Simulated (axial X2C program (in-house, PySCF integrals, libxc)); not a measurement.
# Outer orbitals of B₂ at 1.517 Å, r2SCAN0

All values were computed with an in-house relativistic program for diatomic molecules. Spin-free means the one-electron spin-free X2C Hamiltonian; two-component (2c) means X2C with spin–orbit coupling and atomic mean-field two-electron Coulomb and Gaunt terms, so the difference of the two also holds small scalar two-electron terms. Basis: B dyall-v3z [7s6p2d1f] (cores contracted in-house); Gaussian nuclei, density fitting, unrestricted open shells. Masses: B 11.009 u.

The distance is close to the 2c PBE0 minimum; the highest filled and lowest empty levels are listed.

Spin-free orbitals, state M_S = 2, Λ = 0 (beyond evenly filled blocks: 2 × σα, π+α, π-α) (Löwdin shares):

```
symmetry  occupied  ε (eV)          atomic character
      σα       yes  -16.35          77% B s, 20% B p
      σβ       yes  -12.76          68% B s, 29% B p
      σα       yes  -10.05          59% B p, 37% B s
      σα       yes   -7.60          79% B p, 19% B s
     π-α       yes   -7.49                   96% B p
     π+α       yes   -7.49                   96% B p
      σβ        no   -2.69  62% B p, 34% B s, 5% B d
     π-β        no   -2.21           95% B p, 5% B d
     π+β        no   -2.21           95% B p, 5% B d
      σβ        no   -0.69          62% B p, 37% B s
```

Spinors with spin–orbit coupling (state Ω = 2):

```tsv
ω	occupied	ε (eV)	atomic character	λ mixture
1/2	yes	-16.35	77% B s, 20% B p	100% σ
-1/2	yes	-12.76	68% B s, 29% B p	100% σ
1/2	yes	-10.05	59% B p, 37% B s	100% σ
1/2	yes	-7.60	79% B p, 19% B s	100% σ
-1/2	yes	-7.49	96% B p	100% π
3/2	yes	-7.49	96% B p	100% π
-1/2	no	-2.69	61% B p, 34% B s, 5% B d	100% σ
1/2	no	-2.21	95% B p, 5% B d	100% π
-3/2	no	-2.21	95% B p, 5% B d	100% π
-1/2	no	-0.68	62% B p, 37% B s	100% σ
```

Mulliken charges and populations of the two-component result (they depend on the basis, above all on diffuse functions):

B1 0.00 e (s 3.24 p 1.73 d 0.02), B2 0.00 e (s 3.24 p 1.73 d 0.02). ⟨Lz⟩ = 0.00 ħ and ⟨Sz⟩ = 2.00 ħ (1.00 and 1.00 on the two atoms), which add up to Ω.

The state is a single determinant with fixed occupations, the lowest that a limited PBE0 search found. Density functionals use the spin component along the axis (collinear). PBE0 can misorder states that lie within some tenths of an eV, so this need not be the ground state of the molecule. The nearest other spin-free determinant of the search, M_S = 1, Λ = 0, lies 0.61 eV up at the distance of the search. The spin of this state cannot come from the lowest atoms; the curve heads to a higher limit, and no De is given. With several unpaired electrons one determinant need not be a pure state. Open-shell Ω = 0 determinants with evenly filled partner blocks cannot be reached by this program, so the Ω shown need not be the lowest component.
